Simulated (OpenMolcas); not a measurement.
**CH2N (SMILES C=[N]): a chain of runs**

Aim: a series of 8 runs (ROHF/def2-TZVPP, CASSCF(11,10)/def2-TZVPP, CASPT2(11,10)/def2-TZVPP, CASPT2[IPEA 0](11,10)/def2-TZVPP, SC-NEVPT2(11,10)/def2-TZVPP, PC-NEVPT2(11,10)/def2-TZVPP, MC-PDFT[tPBE](11,10)/def2-TZVPP, MC-PDFT[ftPBE](11,10)/def2-TZVPP) of CH2N. 

Program for the calculation: OpenMolcas 26.06.

### 1 The system as given

The species is CH2N (4 atoms), meant as a doublet with charge 0. SMILES: `C=[N]`. The C1–N2 distance was set to 2.721 Å, away from the relaxed value. At this shape a bond of the SMILES string is far longer than usual.

Bond lengths: C1–H3 1.099 Å, C1–H4 1.099 Å. Angles: H3–C1–H4 117.1°.

### 2 A single-point energy at ROHF/def2-TZVPP (run 1)

Input file step1.input:

```
&GATEWAY
  BasLib = $CurrDir
  Coord
  4
  angstrom
  C       -0.902756      -0.730288      -0.960375
  N        0.727340       0.588370       0.773760
  H       -1.760116      -0.231478      -1.432725
  H       -0.731926      -1.784438      -1.218365
  Basis = def2-TZVPP
  Group = NoSym

&SEWARD

&SCF
  UHF
  Spin = 2
  PrOrbitals = 1 2

&RASSCF
  FileOrb = $Project.UnaOrb
  Spin = 2
  Nactel = 1 0 0
  Inactive = 7
  Ras2 = 1
  OutOrbitals = Canonical
  OrbListing = Few
```

The basis set def2-TZVPP is read from a file made from the Basis Set Exchange's data (not shown).

Command:

```sh
$ export MOLCAS_MEM=1860
$ pymolcas step1.input > step1.log
```

The program printed, shortened:

```text
--- Start Module: gateway ---
[...]
--- Stop Module: gateway /rc=_RC_ALL_IS_WELL_ ---
[...]
      Basis functions           90
[...]
--- Start Module: scf ---
[...]
       Convergence after  23 Iterations
[...]
::    Total SCF energy                                -93.3367676031
[...]
      Total spin, S                                     1.2237461412
[...]
--- Stop Module: scf /rc=_RC_ALL_IS_WELL_ ---
[...]
--- Start Module: rasscf ---
[...]
      Number of active orbitals                  1
[...]
      Spin quantum number                      0.5
[...]
      Active orbitals                            1
[...]
      Number of CSFs                             1
[...]
      Number of root(s) required                 1
[...]
      Convergence after 20 iterations
[...]
      printout of CI-coefficients larger than  0.05 for root  1
      energy=     -93.163966
      conf/sym  1     Coeff  Weight
             1  u   1.00000 1.00000
      Natural orbitals and occupation numbers for root  1
      sym 1:   1.000000
      ************************************************************************************************************************
      *                                                    Final results                                                     *
[...]
::    RASSCF root number  1 Total energy:    -93.16396586
[...]
      Total electronic charge=   15.000000
      Total            charge=   -0.000000
[...]
      Dipole Moment (debye):
      Origin of the operator (angstrom)=   -0.1128   -0.0912   -0.1200
                   X= -1.6577E+00               Y= -1.3410E+00               Z= -1.7635E+00           Total=  2.7670E+00
      Quadrupole Moment (debye*angstrom):
[...]
--- Stop Module: rasscf /rc=_RC_ALL_IS_WELL_ ---
[...]
```

Run time: 14 s. Hardware: 1 thread of Intel Xeon 6975P-C (Granite Rapids), shared host; peak memory 0.49 GiB.

### 3 The energy at CASSCF(11,10)/def2-TZVPP (run 2)

Input file step2.input:

```
* CH2N CASSCF

&GATEWAY
  BASLIB
  $CurrDir
  COORD
  4
  angstrom
  C       -0.902756      -0.730288      -0.960375
  N        0.727340       0.588370       0.773760
  H       -1.760116      -0.231478      -1.432725
  H       -0.731926      -1.784438      -1.218365
  BASIS
  def2-TZVPP
  GROUP
  NoSym

&SEWARD

&RASSCF
  FILEORB
  $CurrDir/step1.RasOrb
  SPIN
  2
  NACTEL
  11 0 0
  INACTIVE
  2
  RAS2
  10
  ORBLISTING
  Few
  ORBAPPEAR
  Compact
```

The basis set def2-TZVPP is read from a file made from the Basis Set Exchange's data (not shown).

Command:

```sh
$ export MOLCAS_MEM=1860
$ pymolcas step2.input > step2.log
```

The program printed, shortened:

```text
--- Start Module: gateway ---
[...]
--- Stop Module: gateway /rc=_RC_ALL_IS_WELL_ ---
--- Start Module: seward ---
[...]
      Basis functions           90
--- Stop Module: seward /rc=_RC_ALL_IS_WELL_ ---
[...]
--- Start Module: rasscf ---
[...]
      Number of active orbitals                 10
[...]
      Spin quantum number                      0.5
[...]
      Active orbitals                           10
[...]
      Number of CSFs                         27720
[...]
      Number of root(s) required                 1
[...]
 ###    WARNING: Large orbital rotation.                                     ###
 ###############################################################################
      Molecular orbital  12 of symmetry 1 MO space 2  weight is    0.385609
[...]
 ###    WARNING: Large orbital rotation.                                     ###
 ###############################################################################
      Molecular orbital  21 of symmetry 1 MO space 3  weight is    0.465553
[...]
      Convergence after 12 iterations
[...]
      printout of CI-coefficients larger than  0.05 for root  1
      energy=     -93.372748
      conf/sym  1111111111     Coeff  Weight
             1  22222u0000   0.47403 0.22471
            10  2222ud0u00   0.22617 0.05115
            12  2222uu0d00   0.13432 0.01804
            32  222u2du000  -0.30751 0.09456
            33  222u2ud000  -0.17701 0.03133
           137  22220u0200   0.28651 0.08209
[...]
      Natural orbitals and occupation numbers for root  1
      sym 1:   1.999421   1.980901   1.974125   1.088358   1.322823   1.000020   0.911700   0.678359   0.022752   0.021541
      ************************************************************************************************************************
      *                                                    Final results                                                     *
[...]
::    RASSCF root number  1 Total energy:    -93.37274806
[...]
      Total electronic charge=   15.000000
      Total            charge=   -0.000000
[...]
      Dipole Moment (debye):
      Origin of the operator (angstrom)=   -0.1128   -0.0912   -0.1200
                   X= -4.4204E-01               Y= -3.5758E-01               Z= -4.7025E-01           Total=  7.3784E-01
      Quadrupole Moment (debye*angstrom):
[...]
--- Stop Module: rasscf /rc=_RC_ALL_IS_WELL_ ---
[...]
```

Run time: 10 s. Hardware: 1 thread of Intel Xeon 6975P-C (Granite Rapids), shared host; peak memory 0.49 GiB.

### 4 The energy at CASPT2(11,10)/def2-TZVPP (run 3)

Input file step3.input:

```
&GATEWAY
 BASLIB=$CurrDir
 COORD
 4
 angstrom
 C       -0.902756      -0.730288      -0.960375
 N        0.727340       0.588370       0.773760
 H       -1.760116      -0.231478      -1.432725
 H       -0.731926      -1.784438      -1.218365
 BASIS=def2-TZVPP
 GROUP=NoSym

&SEWARD

&RASSCF
 FILEORB=$CurrDir/step2.RasOrb
 SPIN=2
 NACTEL=11 0 0
 INACTIVE=2
 RAS2=10
 ORBLISTING=Few
 ORBAPPEAR=Compact

&CASPT2
 IPEA=0.25
 IMAGINARY=0.1
 FROZEN=2
```

The basis set def2-TZVPP is read from a file made from the Basis Set Exchange's data (not shown).

Command:

```sh
$ export MOLCAS_MEM=1860
$ pymolcas step3.input > step3.log
```

The program printed, shortened:

```text
--- Start Module: gateway ---
[...]
--- Stop Module: gateway /rc=_RC_ALL_IS_WELL_ ---
[...]
      Basis functions           90
[...]
--- Start Module: rasscf ---
[...]
      Number of active orbitals                 10
[...]
      Spin quantum number                      0.5
[...]
      Active orbitals                           10
[...]
      Number of CSFs                         27720
[...]
      Number of root(s) required                 1
[...]
      Convergence after  8 iterations
[...]
      printout of CI-coefficients larger than  0.05 for root  1
      energy=     -93.372748
      conf/sym  1111111111     Coeff  Weight
             1  22222u0000  -0.47403 0.22470
            10  2222ud0u00  -0.22617 0.05115
            12  2222uu0d00  -0.13432 0.01804
            32  222u2du000   0.30751 0.09456
            33  222u2ud000   0.17701 0.03133
           137  22220u0200  -0.28651 0.08209
[...]
      Natural orbitals and occupation numbers for root  1
      sym 1:   1.999421   1.980899   1.974124   1.088354   1.322818   1.000020   0.911703   0.678363   0.022753   0.021543
      ************************************************************************************************************************
      *                                                    Final results                                                     *
[...]
::    RASSCF root number  1 Total energy:    -93.37274806
[...]
      Total electronic charge=   15.000000
      Total            charge=   -0.000000
[...]
      Dipole Moment (debye):
      Origin of the operator (angstrom)=   -0.1128   -0.0912   -0.1200
                   X= -4.4198E-01               Y= -3.5754E-01               Z= -4.7019E-01           Total=  7.3774E-01
      Quadrupole Moment (debye*angstrom):
[...]
--- Stop Module: rasscf /rc=_RC_ALL_IS_WELL_ ---
[...]
--- Start Module: caspt2 ---
[...]
 ###    WARNING: User changed nr of frozen orbitals.                         ###
 ###############################################################################
[...]
      E2 (Variational):          -0.1991190764
      Total energy:             -93.5718671401
[...]
      Reference weight:           0.93969
[...]
::    CASPT2 Root  1     Total energy:    -93.57186714
[...]
--- Stop Module: caspt2 /rc=_RC_ALL_IS_WELL_ ---
[...]
```

It took 13 s on 1 thread of Intel Xeon 6975P-C (Granite Rapids), shared host; peak memory 0.49 GiB.

Runs 4 to 7 aren't shown in full; the table further down has their settings and results.

### 5 The energy at MC-PDFT[ftPBE](11,10)/def2-TZVPP (run 8)

Input file step8.inp:

```
* CH2N MC-PDFT

&GATEWAY
  BASLIB
  $CurrDir
  COORD
  4
  angstrom
  C       -0.902756      -0.730288      -0.960375
  N        0.727340       0.588370       0.773760
  H       -1.760116      -0.231478      -1.432725
  H       -0.731926      -1.784438      -1.218365
  BASIS
  def2-TZVPP
  GROUP
  NoSym

&SEWARD

&RASSCF
  FILEORB
  $CurrDir/step2.RasOrb
  SPIN
  2
  NACTEL
  11 0 0
  INACTIVE
  2
  RAS2
  10
  ORBLISTING
  Few
  ORBAPPEAR
  Compact

&MCPDFT
  KSDFT
  FT:PBE
```

The basis set def2-TZVPP is read from a file made from the Basis Set Exchange's data (not shown).

Command:

```sh
$ export MOLCAS_MEM=1860
$ pymolcas step8.inp > step8.log
```

The program printed, shortened:

```text
--- Start Module: gateway ---
[...]
--- Stop Module: gateway /rc=_RC_ALL_IS_WELL_ ---
[...]
      Basis functions           90
[...]
--- Start Module: rasscf ---
[...]
      Number of active orbitals                 10
[...]
      Spin quantum number                      0.5
[...]
      Active orbitals                           10
[...]
      Number of CSFs                         27720
[...]
      Number of root(s) required                 1
[...]
      Convergence after  8 iterations
[...]
      printout of CI-coefficients larger than  0.05 for root  1
      energy=     -93.372748
      conf/sym  1111111111     Coeff  Weight
             1  22222u0000  -0.47403 0.22470
            10  2222ud0u00  -0.22617 0.05115
            12  2222uu0d00  -0.13432 0.01804
            32  222u2du000   0.30751 0.09456
            33  222u2ud000   0.17701 0.03133
           137  22220u0200  -0.28651 0.08209
[...]
      Natural orbitals and occupation numbers for root  1
      sym 1:   1.999421   1.980899   1.974124   1.088354   1.322818   1.000020   0.911703   0.678363   0.022753   0.021543
      ************************************************************************************************************************
      *                                                    Final results                                                     *
[...]
::    RASSCF root number  1 Total energy:    -93.37274806
[...]
      Total electronic charge=   15.000000
      Total            charge=   -0.000000
[...]
      Dipole Moment (debye):
      Origin of the operator (angstrom)=   -0.1128   -0.0912   -0.1200
                   X= -4.4198E-01               Y= -3.5754E-01               Z= -4.7019E-01           Total=  7.3774E-01
      Quadrupole Moment (debye*angstrom):
[...]
--- Stop Module: rasscf /rc=_RC_ALL_IS_WELL_ ---
[...]
--- Start Module: mcpdft ---
[...]
 ###    WARNING: Deprecation warning: KSDF should be replaced                ###
 ###    with FUNC keyword                                                    ###
 ###############################################################################
[...]
::    MCPDFT root number  1 Total energy:    -93.65857880
--- Stop Module: mcpdft /rc=_RC_ALL_IS_WELL_ ---
[...]
```

Wall time 8.4 s (1 thread of Intel Xeon 6975P-C (Granite Rapids), shared host); peak memory 0.49 GiB.

### 6 The series

```csv
run,level,active rule,inactive,energy (Eh),dipole moment (D) of the reference,wall time
1,ROHF/def2-TZVPP,–,–,-93.163966,2.77,14 s
2,"CASSCF(11,10)/def2-TZVPP",full valence,2,-93.372748,0.74,10 s
3,"CASPT2(11,10)/def2-TZVPP",full valence,2,-93.571867,0.74,13 s
4,"CASPT2[IPEA 0](11,10)/def2-TZVPP",full valence,2,-93.582658,0.74,13 s
5,"SC-NEVPT2(11,10)/def2-TZVPP",full valence,2,-93.553999,0.74,17 s
6,"PC-NEVPT2(11,10)/def2-TZVPP",full valence,2,-93.555898,0.74,16 s
7,"MC-PDFT[tPBE](11,10)/def2-TZVPP",full valence,2,-93.624005,0.74,8.7 s
8,"MC-PDFT[ftPBE](11,10)/def2-TZVPP",full valence,2,-93.658579,0.74,8.4 s
```

### 7 Summary of results

```
                                                               quantity         value
                  run 8, MC-PDFT[ftPBE](11,10)/def2-TZVPP: total energy  -93.65858 Eh
run 8, MC-PDFT[ftPBE](11,10)/def2-TZVPP: dipole moment (CASSCF density)        0.74 D
```

**Reading.** Below the ROHF energy at the same shape and in the same basis (def2-TZVPP): CASSCF(11,10) -208.8 mEh; CASPT2(11,10) -407.9 mEh; CASPT2[IPEA 0](11,10) -418.7 mEh; SC-NEVPT2(11,10) -390.0 mEh; PC-NEVPT2(11,10) -391.9 mEh. Active-space methods hold only the correlation inside their space unless a perturbation or CI step follows. All runs together took 1.7 min, the longest 17 s.
